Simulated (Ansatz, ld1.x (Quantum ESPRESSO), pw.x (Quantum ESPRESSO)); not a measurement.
## boron: one change to the TM potential, in the atom and in the fcc crystal

ld1.x (Quantum ESPRESSO) 7.5 input, shortened:

```
&input
   title='B', zed=5., rel=1, dft='PW', iswitch=3,
   config='[He] 2s2 2p1 3d-2'
 /
 &inputp
   pseudotype=2, tm=.true., lloc=2,
   nlcc=.true., new_core_ps=.true., rcore=0.75
 /
3
2S  1  0   2.00   0.00  1.45  1.45  0.0
2P  2  1   1.00   0.00  3.25  3.25  0.0
3D  3  2  -2.00   0.20  3.55  3.55  0.0
 &test
   configts(1)='2s2 2p1'
 /
```

Change: all radii but the core radius scaled by about 0.80 (s 1.16, p 2.58, d 2.82 bohr).

Cutoffs, loose and tight: the cutoffs (Ry, on a coarse ladder) from which the occupation-weighted sum of valence levels, in a spherical-Bessel basis at the reference potential, stays within 10 and 1 mRy of its value at 400 Ry. They do not see the model core or the augmentation charge, which bear on the density cutoff. Test errors are all-electron minus pseudo excitation energies from the reference, over the configurations 2s2 2p0; 2s1 2p0; 2s2 2p0.5; 2s2 2p1.3; 2s1 2p1; 2s1 2p2; 2s0 2p3 (two spin-polarised tests are not counted in the largest error); variants that change the core or the reference have their own tests.

Crystal test: fcc B in pw.x 7.5, no spin, 18³ k-points, Fermi–Dirac smearing 0.01 Ry, cutoffs set for each file from its atomic test. The reference is all-electron LAPW (Ansatz 0.2.0) with the same functional, mesh and smearing; V0 and B0 come from Birch–Murnaghan fits to the pressures at five volumes. Errors are pseudo minus all-electron; Δ is the rms difference of the E(V) curves that follow from these fits, minima aligned, over ±6 % about the mean V0. Mesh and smearing are coarse, so the numbers serve the comparison and aren't converged zero-temperature values; the lattice is a test structure that the element need not adopt.

All-electron: a0 = 2.835 Å (V0 = 5.70 Å³/atom), B0 = 289.8 GPa.

Task: Does the change bring the crystal closer to the all-electron result?

Result: The mean pressure error goes from -81.45 to -10.86 GPa, so the change moves the solid closer to the all-electron pressures.

```csv
quantity,base,changed
outcome (atom),generated,generated
"cutoff, loose (atom)",21 Ry,21 Ry
"cutoff, tight (atom)",50 Ry,55 Ry
bound ghosts (atom),none,none
largest test error (meV) (atom),+122 over the solved tests; 1 of 9 tests not solved or not reliable,+164
cutoffs in pw.x (Ry),60/240,70/280
a0 (Å),–,2.795
a0 error (%),–,-1.40
B0 error (%),–,-5.3
Δ (meV/atom),–,14.7
mean pressure error (GPa),-81.45,-10.86
```

A dash: not determined, or the minimum lies outside the volumes sampled.

Base: The largest radius (3.55 bohr) exceeds half the bond length (1.90 bohr), so the spheres overlap, which is one possible source of error among others. This is a poor potential for the solid. The free energy does not fall steadily as the cutoff rises, most likely since the density grid, which shrinks with it, is too coarse for the model core; the lower cutoffs are not converged. The pseudo pressure rises with volume over the whole range, a mechanical instability. Atomic configuration tests: 1 of 9 tests not solved or not reliable. Changed file: The largest radius (2.82 bohr) exceeds half the bond length (1.90 bohr), so the spheres overlap, which is one possible source of error among others. This is a poor potential for the solid. The atomic cutoffs weigh occupied waves only.
